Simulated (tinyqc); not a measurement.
Worked calculation (part 2 of 2): UHF in the sto-3g basis, for CH2, spin multiplicity 1. Computed by tinyqc, a small Python program that keeps every step (integrals from PySCF). Command: `OMP_NUM_THREADS=1 python tinyqc.py 31435 31436 out.jsonl` (the two numbers bound the seeds that draw the settings). One thread of a shared host (Intel(R) Xeon(R) Processor @ 2.60GHz), about 0.1 s of CPU time with the checks.

Geometry (angstrom):
```
atom       x        y       z
C     0.0000   0.0000  0.0000
H     0.0000   0.9030  0.5780
H     0.0000  -0.9030  0.5780
```

## Iteration 2: diagonalisation and new density

F(alpha) (hartree), order 1C 1s, 1C 2s, 1C 2px, 1C 2py, 1C 2pz, 2H 1s, 3H 1s:
```
[[-10.9341, -2.9499, -0.0004, 0.0000, -0.0049, -0.7843, -0.7843],
 [-2.9499, -1.3956, 0.1825, 0.0000, -0.1444, -0.7218, -0.7218],
 [-0.0004, 0.1825, 0.0222, 0.0000, -0.2670, 0.0013, 0.0013],
 [0.0000, 0.0000, 0.0000, -0.2466, 0.0000, -0.3647, 0.3647],
 [-0.0049, -0.1444, -0.2670, 0.0000, -0.0557, -0.2466, -0.2466],
 [-0.7843, -0.7218, 0.0013, -0.3647, -0.2466, -0.4744, -0.2434],
 [-0.7843, -0.7218, 0.0013, 0.3647, -0.2466, -0.2434, -0.4744]]
```

F(beta) (hartree), order 1C 1s, 1C 2s, 1C 2px, 1C 2py, 1C 2pz, 2H 1s, 3H 1s:
```
[[-10.9341, -2.9499, 0.0004, 0.0000, -0.0049, -0.7843, -0.7843],
 [-2.9499, -1.3956, -0.1825, 0.0000, -0.1444, -0.7218, -0.7218],
 [0.0004, -0.1825, 0.0222, 0.0000, 0.2670, -0.0013, -0.0013],
 [0.0000, 0.0000, 0.0000, -0.2466, 0.0000, -0.3647, 0.3647],
 [-0.0049, -0.1444, 0.2670, 0.0000, -0.0557, -0.2466, -0.2466],
 [-0.7843, -0.7218, -0.0013, -0.3647, -0.2466, -0.4744, -0.2434],
 [-0.7843, -0.7218, -0.0013, 0.3647, -0.2466, -0.2434, -0.4744]]
```

X, order 1C 1s, 1C 2s, 1C 2px, 1C 2py, 1C 2pz, 2H 1s, 3H 1s:
```
[[1.0272, -0.1563, 0.0000, 0.0000, -0.0135, 0.0267, 0.0267],
 [-0.1563, 1.3288, 0.0000, 0.0000, 0.1519, -0.3706, -0.3706],
 [0.0000, 0.0000, 1.0000, 0.0000, 0.0000, 0.0000, 0.0000],
 [0.0000, 0.0000, 0.0000, 1.1938, 0.0000, -0.3054, 0.3054],
 [-0.0135, 0.1519, 0.0000, 0.0000, 1.0757, -0.1854, -0.1854],
 [0.0267, -0.3706, 0.0000, -0.3054, -0.1854, 1.2854, -0.0330],
 [0.0267, -0.3706, 0.0000, 0.3054, -0.1854, -0.0330, 1.2854]]
```

Diagonalise F' = X^T F X, C = X C', fill 4 alpha and 4 beta electrons from the bottom; D(s) = C_occ C_occ^T. Each column has its largest component positive (the first on a tie).

F' = X^T F X (alpha) (hartree):
```
[[-10.6985, -1.5691, -0.0253, 0.0000, -0.0189, -0.1220, -0.1220],
 [-1.5691, -0.4668, 0.2011, 0.0000, 0.0957, -0.4758, -0.4758],
 [-0.0253, 0.2011, 0.0222, 0.0000, -0.2600, -0.0165, -0.0165],
 [0.0000, 0.0000, 0.0000, 0.1374, 0.0000, -0.4591, 0.4591],
 [-0.0189, 0.0957, -0.2600, 0.0000, 0.0873, -0.2697, -0.2697],
 [-0.1220, -0.4758, -0.0165, -0.4591, -0.2697, 0.0763, -0.0636],
 [-0.1220, -0.4758, -0.0165, 0.4591, -0.2697, -0.0636, 0.0763]]
```

orbital energies (alpha) (hartree): [-10.9405, -0.8019, -0.5106, -0.3466, 0.3014, 0.7446, 0.7878]

coefficients C (alpha), order 1C 1s, 1C 2s, 1C 2px, 1C 2py, 1C 2pz, 2H 1s, 3H 1s:
```
[[0.9928, -0.2211, 0.0000, 0.0791, -0.1007, -0.1738, 0.0000],
 [0.0316, 0.6705, 0.0000, -0.4021, 0.4517, 1.1277, 0.0000],
 [-0.0004, -0.1110, 0.0000, 0.6402, 0.7600, -0.0102, 0.0000],
 [0.0000, 0.0000, 0.5399, 0.0000, 0.0000, 0.0000, 1.1490],
 [0.0043, 0.1189, 0.0000, 0.6114, -0.4871, 0.7899, 0.0000],
 [-0.0073, 0.2697, 0.4424, 0.2043, -0.1449, -0.9062, -0.8756],
 [-0.0073, 0.2697, -0.4424, 0.2043, -0.1449, -0.9062, 0.8756]]
```

F' = X^T F X (beta) (hartree):
```
[[-10.6985, -1.5691, 0.0253, 0.0000, -0.0189, -0.1220, -0.1220],
 [-1.5691, -0.4668, -0.2011, 0.0000, 0.0957, -0.4758, -0.4758],
 [0.0253, -0.2011, 0.0222, 0.0000, 0.2600, 0.0165, 0.0165],
 [0.0000, 0.0000, 0.0000, 0.1374, 0.0000, -0.4591, 0.4591],
 [-0.0189, 0.0957, 0.2600, 0.0000, 0.0873, -0.2697, -0.2697],
 [-0.1220, -0.4758, 0.0165, -0.4591, -0.2697, 0.0763, -0.0636],
 [-0.1220, -0.4758, 0.0165, 0.4591, -0.2697, -0.0636, 0.0763]]
```

orbital energies (beta) (hartree): [-10.9405, -0.8019, -0.5106, -0.3466, 0.3014, 0.7446, 0.7878]

coefficients C (beta), order 1C 1s, 1C 2s, 1C 2px, 1C 2py, 1C 2pz, 2H 1s, 3H 1s:
```
[[0.9928, -0.2211, 0.0000, -0.0791, 0.1007, -0.1738, 0.0000],
 [0.0316, 0.6705, 0.0000, 0.4021, -0.4517, 1.1277, 0.0000],
 [0.0004, 0.1110, 0.0000, 0.6402, 0.7600, 0.0102, 0.0000],
 [0.0000, 0.0000, 0.5399, 0.0000, 0.0000, 0.0000, 1.1490],
 [0.0043, 0.1189, 0.0000, -0.6114, 0.4871, 0.7899, 0.0000],
 [-0.0073, 0.2697, 0.4424, -0.2043, 0.1449, -0.9062, -0.8756],
 [-0.0073, 0.2697, -0.4424, -0.2043, 0.1449, -0.9062, 0.8756]]
```

D(alpha) after iteration 2, order 1C 1s, 1C 2s, 1C 2px, 1C 2py, 1C 2pz, 2H 1s, 3H 1s:
```
[[1.0408, -0.1487, 0.0748, 0.0000, 0.0263, -0.0507, -0.0507],
 [-0.1487, 0.6122, -0.3319, 0.0000, -0.1660, 0.0984, 0.0984],
 [0.0748, -0.3319, 0.4222, 0.0000, 0.3783, 0.1009, 0.1009],
 [0.0000, 0.0000, 0.0000, 0.2914, 0.0000, 0.2388, -0.2388],
 [0.0263, -0.1660, 0.3783, 0.0000, 0.3880, 0.1570, 0.1570],
 [-0.0507, 0.0984, 0.1009, 0.2388, 0.1570, 0.3102, -0.0812],
 [-0.0507, 0.0984, 0.1009, -0.2388, 0.1570, -0.0812, 0.3102]]
```

D(beta) after iteration 2, order 1C 1s, 1C 2s, 1C 2px, 1C 2py, 1C 2pz, 2H 1s, 3H 1s:
```
[[1.0408, -0.1487, -0.0748, 0.0000, 0.0263, -0.0507, -0.0507],
 [-0.1487, 0.6122, 0.3319, 0.0000, -0.1660, 0.0984, 0.0984],
 [-0.0748, 0.3319, 0.4222, 0.0000, -0.3783, -0.1009, -0.1009],
 [0.0000, 0.0000, 0.0000, 0.2914, 0.0000, 0.2388, -0.2388],
 [0.0263, -0.1660, -0.3783, 0.0000, 0.3880, 0.1570, 0.1570],
 [-0.0507, 0.0984, -0.1009, 0.2388, 0.1570, 0.3102, -0.0812],
 [-0.0507, 0.0984, -0.1009, -0.2388, 0.1570, -0.0812, 0.3102]]
```

## Iteration 25 (converged): orbitals

converged F(alpha) (hartree), order 1C 1s, 1C 2s, 1C 2px, 1C 2py, 1C 2pz, 2H 1s, 3H 1s:
```
[[-10.9757, -2.9556, 0.0010, 0.0000, -0.0149, -0.7868, -0.7868],
 [-2.9556, -1.4292, 0.1567, 0.0000, -0.1237, -0.7319, -0.7319],
 [0.0010, 0.1567, 0.0946, 0.0000, -0.2485, -0.0038, -0.0038],
 [0.0000, 0.0000, 0.0000, -0.2572, 0.0000, -0.3717, 0.3717],
 [-0.0149, -0.1237, -0.2485, 0.0000, -0.1403, -0.2582, -0.2582],
 [-0.7868, -0.7319, -0.0038, -0.3717, -0.2582, -0.4965, -0.2479],
 [-0.7868, -0.7319, -0.0038, 0.3717, -0.2582, -0.2479, -0.4965]]
```

converged F(beta) (hartree), order 1C 1s, 1C 2s, 1C 2px, 1C 2py, 1C 2pz, 2H 1s, 3H 1s:
```
[[-10.9757, -2.9556, -0.0010, 0.0000, -0.0149, -0.7868, -0.7868],
 [-2.9556, -1.4292, -0.1567, 0.0000, -0.1237, -0.7319, -0.7319],
 [-0.0010, -0.1567, 0.0946, 0.0000, 0.2485, 0.0038, 0.0038],
 [0.0000, 0.0000, 0.0000, -0.2572, 0.0000, -0.3717, 0.3717],
 [-0.0149, -0.1237, 0.2485, 0.0000, -0.1403, -0.2582, -0.2582],
 [-0.7868, -0.7319, 0.0038, -0.3717, -0.2582, -0.4965, -0.2479],
 [-0.7868, -0.7319, 0.0038, 0.3717, -0.2582, -0.2479, -0.4965]]
```

As before.

F' = X^T F X (alpha) (hartree):
```
[[-10.7411, -1.5653, -0.0203, 0.0000, -0.0320, -0.1220, -0.1220],
 [-1.5653, -0.5034, 0.1731, 0.0000, 0.1191, -0.4742, -0.4742],
 [-0.0203, 0.1731, 0.0946, 0.0000, -0.2422, -0.0167, -0.0167],
 [0.0000, 0.0000, 0.0000, 0.1291, 0.0000, -0.4604, 0.4604],
 [-0.0320, 0.1191, -0.2422, 0.0000, 0.0041, -0.2735, -0.2735],
 [-0.1220, -0.4742, -0.0167, -0.4604, -0.2735, 0.0548, -0.0638],
 [-0.1220, -0.4742, -0.0167, 0.4604, -0.2735, -0.0638, 0.0548]]
```

orbital energies (alpha) (hartree): [-10.9818, -0.8228, -0.5273, -0.3554, 0.2865, 0.7189, 0.7750]

coefficients C (alpha), order 1C 1s, 1C 2s, 1C 2px, 1C 2py, 1C 2pz, 2H 1s, 3H 1s:
```
[[0.9929, -0.2206, 0.0000, 0.0940, -0.0830, -0.1756, 0.0000],
 [0.0311, 0.6685, 0.0000, -0.4590, 0.3749, 1.1353, 0.0000],
 [-0.0004, -0.0774, 0.0000, 0.5373, 0.8397, -0.0144, 0.0000],
 [0.0000, 0.0000, 0.5341, 0.0000, 0.0000, 0.0000, 1.1517],
 [0.0052, 0.1266, 0.0000, 0.6778, -0.4086, 0.7789, 0.0000],
 [-0.0074, 0.2719, 0.4467, 0.2020, -0.1199, -0.9097, -0.8734],
 [-0.0074, 0.2719, -0.4467, 0.2020, -0.1199, -0.9097, 0.8734]]
```

F' = X^T F X (beta) (hartree):
```
[[-10.7411, -1.5653, 0.0203, 0.0000, -0.0320, -0.1220, -0.1220],
 [-1.5653, -0.5034, -0.1731, 0.0000, 0.1191, -0.4742, -0.4742],
 [0.0203, -0.1731, 0.0946, 0.0000, 0.2422, 0.0167, 0.0167],
 [0.0000, 0.0000, 0.0000, 0.1291, 0.0000, -0.4604, 0.4604],
 [-0.0320, 0.1191, 0.2422, 0.0000, 0.0041, -0.2735, -0.2735],
 [-0.1220, -0.4742, 0.0167, -0.4604, -0.2735, 0.0548, -0.0638],
 [-0.1220, -0.4742, 0.0167, 0.4604, -0.2735, -0.0638, 0.0548]]
```

orbital energies (beta) (hartree): [-10.9818, -0.8228, -0.5273, -0.3554, 0.2865, 0.7189, 0.7750]

coefficients C (beta), order 1C 1s, 1C 2s, 1C 2px, 1C 2py, 1C 2pz, 2H 1s, 3H 1s:
```
[[0.9929, -0.2206, 0.0000, 0.0940, 0.0830, -0.1756, 0.0000],
 [0.0311, 0.6685, 0.0000, -0.4590, -0.3749, 1.1353, 0.0000],
 [0.0004, 0.0774, 0.0000, -0.5373, 0.8397, 0.0144, 0.0000],
 [0.0000, 0.0000, 0.5341, 0.0000, 0.0000, 0.0000, 1.1517],
 [0.0052, 0.1266, 0.0000, 0.6778, 0.4086, 0.7789, 0.0000],
 [-0.0074, 0.2719, 0.4467, 0.2020, 0.1199, -0.9097, -0.8734],
 [-0.0074, 0.2719, -0.4467, 0.2020, 0.1199, -0.9097, 0.8734]]
```

D(alpha) after iteration 25, order 1C 1s, 1C 2s, 1C 2px, 1C 2py, 1C 2pz, 2H 1s, 3H 1s:
```
[[1.0434, -0.1597, 0.0672, 0.0000, 0.0409, -0.0483, -0.0483],
 [-0.1597, 0.6585, -0.2984, 0.0000, -0.2264, 0.0888, 0.0888],
 [0.0672, -0.2984, 0.2947, 0.0000, 0.3544, 0.0875, 0.0875],
 [0.0000, 0.0000, 0.0000, 0.2853, 0.0000, 0.2386, -0.2386],
 [0.0409, -0.2264, 0.3544, 0.0000, 0.4755, 0.1713, 0.1713],
 [-0.0483, 0.0888, 0.0875, 0.2386, 0.1713, 0.3144, -0.0848],
 [-0.0483, 0.0888, 0.0875, -0.2386, 0.1713, -0.0848, 0.3144]]
```

D(beta) after iteration 25, order 1C 1s, 1C 2s, 1C 2px, 1C 2py, 1C 2pz, 2H 1s, 3H 1s:
```
[[1.0434, -0.1597, -0.0672, 0.0000, 0.0409, -0.0483, -0.0483],
 [-0.1597, 0.6585, 0.2984, 0.0000, -0.2264, 0.0888, 0.0888],
 [-0.0672, 0.2984, 0.2947, 0.0000, -0.3544, -0.0875, -0.0875],
 [0.0000, 0.0000, 0.0000, 0.2853, 0.0000, 0.2386, -0.2386],
 [0.0409, -0.2264, -0.3544, 0.0000, 0.4755, 0.1713, 0.1713],
 [-0.0483, 0.0888, -0.0875, 0.2386, 0.1713, 0.3144, -0.0848],
 [-0.0483, 0.0888, -0.0875, -0.2386, 0.1713, -0.0848, 0.3144]]
```

## Convergence

Stop when the energy changes by less than 1e-08 hartree and every element of the error matrix X^T (F D S - S D F) X (for each spin) is below 3e-05.

Course of the cycle:
```
iteration  E (hartree)     change  largest element of the error matrix
1           -36.864746          -                             3.41e-01
2           -38.379486  -1.51e+00                             3.39e-02
3           -38.392383  -1.29e-02                             2.15e-02
4           -38.396167  -3.78e-03                             1.51e-02
5           -38.397816  -1.65e-03                             1.07e-02
6           -38.398609  -7.93e-04                             7.64e-03
7           -38.399008  -3.99e-04                             5.50e-03
8           -38.399214  -2.06e-04                             3.98e-03
9           -38.399322  -1.08e-04                             2.89e-03
10          -38.399379  -5.74e-05                             2.11e-03
11          -38.399410  -3.07e-05                             1.55e-03
12          -38.399426  -1.65e-05                             1.13e-03
13          -38.399435  -8.92e-06                             8.34e-04
14          -38.399440  -4.83e-06                             6.14e-04
15          -38.399443  -2.62e-06                             4.53e-04
16          -38.399444  -1.43e-06                             3.34e-04
17          -38.399445  -7.76e-07                             2.46e-04
18          -38.399445  -4.23e-07                             1.82e-04
19          -38.399446  -2.31e-07                             1.34e-04
20          -38.399446  -1.26e-07                             9.92e-05
21          -38.399446  -6.86e-08                             7.33e-05
22          -38.399446  -3.75e-08                             5.41e-05
23          -38.399446  -2.04e-08                             4.00e-05
24          -38.399446  -1.12e-08                             2.96e-05
25          -38.399446  -6.10e-09                             2.18e-05
```

PySCF UHF in the same basis, after a stability check = -38.399446 hartree

Converged in 25 iterations.

## Populations, bond orders and dipole

overlap S, order 1C 1s, 1C 2s, 1C 2px, 1C 2py, 1C 2pz, 2H 1s, 3H 1s:
```
[[1.0000, 0.2484, 0.0000, 0.0000, 0.0000, 0.0649, 0.0649],
 [0.2484, 1.0000, 0.0000, 0.0000, 0.0000, 0.5011, 0.5011],
 [0.0000, 0.0000, 1.0000, 0.0000, 0.0000, 0.0000, 0.0000],
 [0.0000, 0.0000, 0.0000, 1.0000, 0.0000, 0.3987, -0.3987],
 [0.0000, 0.0000, 0.0000, 0.0000, 1.0000, 0.2552, 0.2552],
 [0.0649, 0.5011, 0.0000, 0.3987, 0.2552, 1.0000, 0.1626],
 [0.0649, 0.5011, 0.0000, -0.3987, 0.2552, 0.1626, 1.0000]]
```

Mulliken: Z minus the diagonal of D S on the atom; Loewdin: the same with S^(1/2) D S^(1/2); Mayer order: 2 sum_s sum (D(s) S)_ij (D(s) S)_ji over the two atoms.

Charges (e):
```
atom  Mulliken  Loewdin  Mulliken spin
1C     -0.0769  -0.0265              0
2H      0.0384   0.0132              0
3H      0.0384   0.0132              0
```

Mayer bond orders:
```
pair   order
2-1   0.9909
3-1   0.9909
3-2   0.0076
```

dipole moment about the origin, x y z (debye): [0.0000, 0.0000, 0.7646]

<S^2> of the determinant (pure state: 0) = 0.8314
